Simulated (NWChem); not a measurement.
All runs are NWChem calculations. System: C, charge 2, spin multiplicity 1. Level: CCSD(T)/def2-TZVP, 1 core orbitals frozen.

Part of the output:

```
             Northwest Computational Chemistry Package (NWChem) 7.3.0
             --------------------------------------------------------

                                NWChem Input Module
                                -------------------

 Scaling coordinates for geometry "geometry" by  1.889725989
 (inverse scale =  0.529177249)

                             Geometry "geometry" -> ""
                             -------------------------

 Output coordinates in angstroms (scale by  1.889725989 to convert to a.u.)

  No.       Tag          Charge          X              Y              Z
 ---- ---------------- ---------- -------------- -------------- --------------
    1 C                    6.0000     0.00000000     0.00000000     0.00000000

 Effective nuclear repulsion energy (a.u.)       0.0000000000

            Nuclear Dipole moment (a.u.)
            ----------------------------
        X                 Y               Z
 ---------------- ---------------- ----------------
     0.0000000000     0.0000000000     0.0000000000

      Symmetry information
      --------------------

 Group name             D2h
 Group number             26
 Group order               8
 No. of unique centers     1

      Symmetry unique atoms

     1


 Summary of "ao basis" -> "" (spherical)
 ------------------------------------------------------------------------------
       Tag                 Description            Shells   Functions and Types
 ---------------- ------------------------------  ------  ---------------------
 *                         def2-tzvp                  on all atoms

 Summary of "ao basis" -> "ao basis" (spherical)
 ------------------------------------------------------------------------------
       Tag                 Description            Shells   Functions and Types
 ---------------- ------------------------------  ------  ---------------------
 C                         def2-tzvp                11       31   5s3p2d1f

                                 NWChem SCF Module
                                 -----------------

  ao basis        = "ao basis"
  functions       =    31
  atoms           =     1
  closed shells   =     2
  open shells     =     0
  charge          =   2.00
  wavefunction    = RHF
  use symmetry    = T
  symmetry adapt  = T

 Summary of "ao basis" -> "ao basis" (spherical)
 ------------------------------------------------------------------------------
       Tag                 Description            Shells   Functions and Types
 ---------------- ------------------------------  ------  ---------------------
 C                         def2-tzvp                11       31   5s3p2d1f

      Symmetry analysis of basis
      --------------------------

        ag          9
        au          1
        b1g         2
        b1u         5
        b2g         2
        b2u         5
        b3g         2
        b3u         5

 Forming initial guess at       0.1s

      Superposition of Atomic Density Guess
      -------------------------------------

 Sum of atomic energies:         -37.67132820

 Renormalizing density from       6.00 to      4

      Non-variational initial energy
      ------------------------------

 Total energy =     -27.789629
 1-e energy   =     -33.615645
 2-e energy   =       5.826016
 HOMO         =      -1.827334
 LUMO         =      -1.293843

      Symmetry analysis of molecular orbitals - initial
      -------------------------------------------------

 !! scf_movecs_sym_adapt:   26 vectors were symmetry contaminated

  Symmetry fudging

 !! scf_movecs_sym_adapt:   25 vectors were symmetry contaminated

  Numbering of irreducible representations:

     1 ag          2 au          3 b1g         4 b1u         5 b2g
     6 b2u         7 b3g         8 b3u

  Orbital symmetries:

     1 ag          2 ag          3 b1u         4 b2u         5 b3u
     6 ag          7 b1u         8 b3u         9 b2u        10 ag
    11 ag         12 b3g

 Starting SCF solution at       0.2s

 ----------------------------------------------
         Quadratically convergent ROHF

 Convergence threshold     :          1.000E-07
 Maximum no. of iterations :          100
 Final Fock-matrix accuracy:          1.000E-09
[...]
     6 ag          7 b1u         8 b3u         9 b2u        10 ag
    11 ag         12 b3g

             Final eigenvalues
             -----------------

              1
    1  -12.6524
    2   -1.6938
    3   -0.8648
    4   -0.8648
    5   -0.8648
    6   -0.3311
    7   -0.2387
    8   -0.2387
    9   -0.2387
   10    0.0805
   11    0.0805
   12    0.0805

                       ROHF Final Molecular Orbital Analysis
                       -------------------------------------

 Vector    2  Occ=2.000000D+00  E=-1.693814D+00  Symmetry=ag
              MO Center= -6.8D-20, -1.4D-18,  2.8D-18, r^2= 6.2D-01
   Bfn.  Coefficient  Atom+Function         Bfn.  Coefficient  Atom+Function
  ----- ------------  ---------------      ----- ------------  ---------------
     3      0.638174  1 C  s                  4      0.473235  1 C  s
     2     -0.287184  1 C  s

 Vector    3  Occ=0.000000D+00  E=-8.648189D-01  Symmetry=b1u
              MO Center= -3.6D-49, -6.3D-49, -2.4D-19, r^2= 7.9D-01
   Bfn.  Coefficient  Atom+Function         Bfn.  Coefficient  Atom+Function
  ----- ------------  ---------------      ----- ------------  ---------------
     8      0.547787  1 C  pz                11      0.491333  1 C  pz

 Vector    4  Occ=0.000000D+00  E=-8.648189D-01  Symmetry=b3u
              MO Center= -5.5D-19,  1.0D-36, -1.1D-36, r^2= 7.9D-01
   Bfn.  Coefficient  Atom+Function         Bfn.  Coefficient  Atom+Function
  ----- ------------  ---------------      ----- ------------  ---------------
     6      0.547787  1 C  px                 9      0.491333  1 C  px

 Vector    5  Occ=0.000000D+00  E=-8.648189D-01  Symmetry=b2u
              MO Center= -1.6D-35,  4.6D-19, -4.1D-35, r^2= 7.9D-01
   Bfn.  Coefficient  Atom+Function         Bfn.  Coefficient  Atom+Function
  ----- ------------  ---------------      ----- ------------  ---------------
     7      0.547787  1 C  py                10      0.491333  1 C  py

 center of mass
 --------------
 x =   0.00000000 y =   0.00000000 z =   0.00000000

 moments of inertia (a.u.)
 ------------------
           0.000000000000           0.000000000000           0.000000000000
           0.000000000000           0.000000000000           0.000000000000
           0.000000000000           0.000000000000           0.000000000000

  Mulliken analysis of the total density
  --------------------------------------

    Atom       Charge   Shell Charges
 -----------   ------   -------------------------------------------------------
    1 C    6     4.00   0.88  1.09  1.13  0.88  0.02  0.00  0.00  0.00  0.00  0.00  0.00

       Multipole analysis of the density wrt the origin
       ------------------------------------------------

     L   x y z        total         open         nuclear
     -   - - -        -----         ----         -------
     0   0 0 0      2.000000      0.000000      6.000000

     1   1 0 0      0.000000      0.000000      0.000000
     1   0 1 0      0.000000      0.000000      0.000000
     1   0 0 1     -0.000000      0.000000      0.000000

     2   2 0 0     -1.541416      0.000000      0.000000
     2   1 1 0     -0.000000      0.000000      0.000000
     2   1 0 1     -0.000000      0.000000      0.000000
     2   0 2 0     -1.541416      0.000000      0.000000
     2   0 1 1      0.000000      0.000000      0.000000
     2   0 0 2     -1.541416      0.000000      0.000000

                   NWChem Extensible Many-Electron Theory Module
                   ---------------------------------------------


            General Information
            -------------------
      Number of processors :     1
         Wavefunction type : Restricted Hartree-Fock
          No. of electrons :     4
           Alpha electrons :     2
            Beta electrons :     2
           No. of orbitals :    62
            Alpha orbitals :    31
             Beta orbitals :    31
        Alpha frozen cores :     1
         Beta frozen cores :     1
     Alpha frozen virtuals :     0
      Beta frozen virtuals :     0
         Spin multiplicity : singlet
    Number of AO functions :    31
       Number of AO shells :    11
        Use of symmetry is : on
      Symmetry adaption is : on
         Schwarz screening : 0.10D-09

          Correlation Information
          -----------------------
          Calculation type : Coupled-cluster singles & doubles w/ perturbation
   Perturbative correction : (T)
            Max iterations :      100
        Residual threshold : 0.10D-05
     T(0) DIIS level shift : 0.00D+00
     L(0) DIIS level shift : 0.00D+00
     T(1) DIIS level shift : 0.00D+00
     L(1) DIIS level shift : 0.00D+00
     T(R) DIIS level shift : 0.00D+00
     T(I) DIIS level shift : 0.00D+00
   CC-T/L Amplitude update :  5-th order DIIS
                I/O scheme : Global Array Library
        L-threshold :  0.10D-05
        EOM-threshold :  0.10D-05
 no EOMCCSD initial starts read in
 TCE RESTART OPTIONS
 SLICE:      F
 D4D5:       F
 quantumc:   F
 qrotation:  F
 pwtce:      F
 qducc:      F
 nacto:                         0
 nrotv:                         0
 nrot:                          0

            Memory Information
            ------------------
          Available GA space size is     249035839 doubles
          Available MA space size is     104855468 doubles

 Maximum block size supplied by input
 Maximum block size        24 doubles

 tile_dim =      7

 -------------------------------------------------

 Global array virtual files algorithm will be used

 Parallel file system coherency ......... OK

 4-electron integrals stored in orbital form

 v2    file size   =            26593
 4-index algorithm nr.  13 is used
 imaxsize =       30
 imaxsize ichop =        0


CCSD iterations
 ---------------------------------------------------------
 Iter          Residuum       Correlation     Cpu    Wall
 ---------------------------------------------------------
    1   0.1217924715606  -0.0425087208799     0.0     0.0
    2   0.0668113010040  -0.0574773455659     0.0     0.0
    3   0.0356924410107  -0.0647723062786     0.0     0.0
    4   0.0188373612016  -0.0685553125053     0.0     0.0
    5   0.0098810650285  -0.0705309287300     0.0     0.0
    6   0.0000384336115  -0.0726870290708     0.0     0.0
    7   0.0000099317492  -0.0726868710708     0.0     0.0
    8   0.0000034621255  -0.0726867229309     0.0     0.0
    9   0.0000012665272  -0.0726866412134     0.0     0.0
   10   0.0000004768082  -0.0726866001062     0.0     0.0
 -----------------------------------------------------------------
 Iterations converged
 CCSD correlation energy / hartree =        -0.072686600106159
 CCSD total energy / hartree       =       -36.479983377115886

 Singles contributions

 Doubles contributions
     3b1u (alpha)     3b1u (beta ) ---     2ag  (alpha)     2ag  (beta )       -0.1563409327
     5b2u (alpha)     5b2u (beta ) ---     2ag  (alpha)     2ag  (beta )       -0.1563409327
     4b3u (alpha)     4b3u (beta ) ---     2ag  (alpha)     2ag  (beta )       -0.1563409327
 CCSD(T)
 Using plain CCSD(T) code
             total no. of tasks           51
 total no. of tasks / no. procs           51
                         wl_min            7           1.4
                         wl_max          343           2.6
        thresh for no. of tasks           51

 CCSD[T]  correction energy / hartree =        -0.000000000000000
 CCSD[T] correlation energy / hartree =        -0.072686600106159
 CCSD[T] total energy / hartree       =       -36.479983377115886
 CCSD(T)  correction energy / hartree =        -0.000000000000000
 CCSD(T) correlation energy / hartree =        -0.072686600106159
 CCSD(T) total energy / hartree       =       -36.479983377115886

 Task  times  cpu:        1.3s     wall:        1.3s

 Total times  cpu:        1.3s     wall:        1.3s
```

Task: Write an NWChem input that would produce this output.

Result: This is not unique; one that fits is 
```
start mol
memory heap 100 mb stack 700 mb global 1900 mb
charge 2
geometry units angstroms nocenter noautoz
  C      0.000000     0.000000     0.000000
  symmetry group D2h
end
basis spherical
  * library def2-tzvp
end
scf
  rhf
  nopen 0
  maxiter 100
  thresh 1e-7
  semidirect memsize 60000000 filesize 0
end
tce
  freeze core 1
  ccsd(t)
  2eorb
  2emet 13
  thresh 1e-6
  maxiter 100
  tilesize 24
end
task tce energy
```
